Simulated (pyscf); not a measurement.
Thermochemistry of product channels of H₃C–Zr(Cl)(Cl)–Cl + H atom (H•) on the doublet surface, in eV, from ωB97M-D3(BJ)/def2-TZVP energies (ideal gas, 1 atm, RRHO with modes under 100 cm⁻¹ raised to 100, one conformer, R ln 2 for chiral ones without a mode under 150 cm⁻¹). Single points on ωB97X-D3(BJ)/def2-SVP structures (PySCF, gas phase).

| products | ΔE | ΔH(298 K) | ΔG(298 K) | ΔG(1200 K) |
|---|---|---|---|---|
| methane (CH₄) + [Cl–Zr(Cl)–Cl]• | ? | -1.54 | -1.61 | -1.60 |
| [H₂C–Zr(Cl)(Cl)–Cl]• + hydrogen (H₂) | ? | -0.22 | -0.31 | -0.61 |

**Question.** Some entries are withheld; supply them.

**Answer.** 
- methane (CH₄) + [Cl–Zr(Cl)–Cl]•, ΔE: -1.78
- [H₂C–Zr(Cl)(Cl)–Cl]• + hydrogen (H₂), ΔE: -0.17

These are energies of the channels, which say nothing of barriers. Open-shell species with a d-block atom are single-reference here; other states, and whether the spin sits on metal or ligand, were not checked. Elements past Kr carry the def2 core potentials, without spin-orbit coupling.
